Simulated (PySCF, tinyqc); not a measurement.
Worked calculation: harmonic frequencies on the RHF/sto-3g surface (energies and gradients from PySCF), for CH2, spin multiplicity 1. The lowest restricted solution is unstable here: a spin-polarised one lies 0.0253 hartree lower (PySCF). One step of it, computed by the program tinyqc.

Task: One row of the Hessian: 1Cy. Displace 1Cy by +/-0.002 bohr; H(k, :) = (g(+) - g(-)) / (2 delta).

optimised positions (bohr):
```
            x          y          z
1C  -0.021030  -0.062298  -0.210948
2H   0.040584   1.590079   1.117630
3H  -0.087584  -1.667620   1.173906
```

gradient at +delta (hartree/bohr):
```
              x            y            z
1C   0.00004015   0.00102170   0.00000006
2H  -0.00001953  -0.00052327  -0.00042532
3H  -0.00002063  -0.00049844   0.00042526
```

gradient at -delta (hartree/bohr):
```
              x            y            z
1C  -0.00003991  -0.00101525   0.00000655
2H   0.00001935   0.00051960   0.00041938
3H   0.00002057   0.00049564  -0.00042593
```

Give: row of the Hessian.

Result:

row of the Hessian (hartree/bohr^2): 1Cx 0.020017, 1Cy 0.509238, 1Cz -0.001622, 2Hx -0.009718, 2Hy -0.260718, 2Hz -0.211175, 3Hx -0.010299, 3Hy -0.248520, 3Hz 0.212797
